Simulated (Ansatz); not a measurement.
Cubic anti-perovskite Sr₃SbN (cell taken from a computed entry), treated with PBE0 (Ansatz, a first-principles code, plane waves, PAW).

Run with plane-wave cutoff 460 eV, 4×4×4 k mesh, Fermi–Dirac smearing 0.01 eV, scalar-relativistic PAW data made under PBE.

Cell (relaxed with PBEsol):

Sr3NSb has the cubic space group Pm-3m (No. 221), the anti-perovskite structure, Pearson symbol cP5. Lattice parameters: a = 5.132 Å, b = 5.132 Å, c = 5.132 Å, α = 90.00°, β = 90.00°, γ = 90.00°. Sr on 3c is coordinated by 2 N at 2.566 Å and 4 Sb at 3.629 Å (octahedral). Sb on 1a is surrounded by 12 Sr at 3.629 Å (cuboctahedral). N on 1b has 6 Sr at 2.566 Å (octahedral). (Neighbours: up to the widest gap in distance over summed covalent radii, below 1.35, at either atom; cation-cation and far metal-metal contacts left out.)

Q: Predict the band gap.

A: 
- band gap: 1.55 eV (on the SCF k mesh)

Measured, for comparison: band gap 1.15 eV (temperature not stated, the source names no phase, not corrected to a static lattice; as tabulated in Monga et al. (2024), arXiv:2404.16494).

Note: cell and atoms aren't relaxed at this level (pressure 1.4 GPa); this cell isn't known to be the ambient phase, and symmetry holds it in the calculation.

Spin–orbit coupling is not included.

Cost on a shared machine: around 2.1 core-minutes (rough).
